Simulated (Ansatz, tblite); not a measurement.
Spin states of the cluster Li3H2 (the lowest doublet isomer of a short search), each relaxed with PBE-D4/def2-TZVP in Ansatz. Electronic energies in the gas phase.

The xTB rows come from tblite. LC-ωPBE has ω = 0.4 bohr⁻¹. Correlated methods freeze no core orbitals; core or outer-core shells of Li are correlated, in sets that lack core-valence functions. In the quartet, H4 and H5 lie 0.80 Å apart (atoms count from 1), so H2 has formed as a molecule. The structure comes from a short search, and lower isomers may exist.

Doublet geometry (C2v within 0.1 Å):

| atom | x (Å) | y (Å) | z (Å) |
| --- | --- | --- | --- |
| Li1 | 1.259 | -1.193 | -0.792 |
| Li2 | 0.652 | 1.749 | -0.396 |
| Li3 | -1.011 | -0.292 | 0.621 |
| H4 | -0.767 | 1.389 | 0.484 |
| H5 | -0.134 | -1.652 | 0.084 |

Quartet geometry:

Cartesian coordinates in Å:
```
Li -0.518 0.551 -1.884
Li 1.960 0.439 -0.078
Li -0.792 0.881 1.110
H -0.006 -0.943 0.672
H -0.644 -0.928 0.180
```

⟨S²⟩: doublet 0.75 at PBE0-D4/def2-TZVP (pure 0.75), quartet 3.75 at PBE0-D4/def2-TZVP (pure 3.75).

Only these spin states were relaxed. The quartet has other bonds than the doublet, so the gap mixes isomer and spin.

```tsv
level	quartet − doublet (kJ/mol)	lowest of these
GFN2-xTB	509.3	doublet
HF/STO-3G	249.7	doublet
HF/def2-TZVP	220.3	doublet
HF/def2-TZVPP	217.3	doublet
PBE-D4/def2-TZVP	235.6	doublet
r2SCAN-D4/def2-TZVP	233.9	doublet
r2SCANh-D4/def2-TZVP	237.6	doublet
LC-ωPBE/def2-TZVP	270.4	doublet
ωB97X-V/def2-TZVP	297.9	doublet
MP2/def2-TZVP	243.0	doublet
MP2/def2-TZVPP	255.5	doublet
CCSD(T)/def2-TZVPP	261.3	doublet
```

Change of the quartet − doublet gap on mixing in exact exchange, in kJ/mol: r2SCAN to r2SCANh (10 % exact exchange) 3.7.

The xTB methods have no term that favours high spin, so they put low spin too low.
